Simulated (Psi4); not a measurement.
Reaction (SMILES): O (H2O) + H+ → [OH3+]
B3LYP-D3(BJ)/def2-TZVP geometries, fixed; electronic energies without zero-point terms; positive where energy is released.

Basis-set convergence of the proton affinity at B3LYP with Psi4. All functions are spherical. Density fitting with the program's default auxiliary sets. Psi4's default fitting sets serve the pcseg sets less well. No added dispersion term, no relativity. Functions are those of the species that has most. Reference: the value in aug-cc-pVQZ, 171.09 kcal/mol, itself unsure by roughly 0.31 kcal/mol (its mean distance from cc-pV5Z, def2-QZVPPD, def2-QZVPP). Deviations are taken from unrounded values. Cost is core time over that of pcseg-0, rough, on shared machines of one kind.

| basis | functions | cost |
|---|---|---|
| pcseg-0 | 15 | 1× |
| pcseg-1 | 29 | 1× |
| aug-pcseg-1 | 50 | 1× |
| pcseg-2 | 72 | 1× |
| aug-pcseg-2 | 115 | 2× |
| pcseg-3 | 159 | 3× |
| aug-pcseg-3 | 232 | 3× |
| pcseg-4 | 284 | 6× |

Problem. Which is the smallest pcseg set listed that can be trusted to 2 kcal/mol here, that is, within that of the reference together with its larger relatives (same family, alike in diffuse functions; a set with none to test it counts only in the reference's own line)?

Solution. The smallest set listed that lies within 2 kcal/mol of the reference with all its larger relatives (same family, alike in diffuse functions; a set with none counts only in the reference's own line) is pcseg-1 (29 functions, 1× in cost, 0.57 kcal/mol off). Value minus reference: pcseg-0 8.21, pcseg-1 0.57, aug-pcseg-1 -3.27, pcseg-2 0.62, aug-pcseg-2 -0.07, pcseg-3 0.12, aug-pcseg-3 0.07, pcseg-4 0.06 kcal/mol.
